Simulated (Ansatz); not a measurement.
`C/C=C/CC`, charge 0, multiplicity 1.

Task: Give a relaxed structure at PBE0-D4/def2-TZVP (Ansatz). (An estimate is asked.)

Result: The calculation gave: 
Z-matrix (Å, degrees):
```
C
C 1 1.490
H 1 1.095 2 111.2
H 1 1.092 2 111.4 3 -120.7
H 1 1.095 2 111.2 3 118.6
C 2 1.327 1 125.2 3 120.0
H 2 1.090 1 116.4 3 -59.8
C 6 1.492 2 125.3 1 179.5
H 6 1.091 2 118.6 1 0.5
C 8 1.525 6 112.6 2 -119.2
H 8 1.094 6 109.4 2 3.5
H 8 1.097 6 109.3 2 119.7
H 10 1.093 8 111.1 6 -58.1
H 10 1.093 8 111.3 6 -178.1
H 10 1.093 8 110.9 6 61.5
```
This is one stationary point; other conformers may exist.
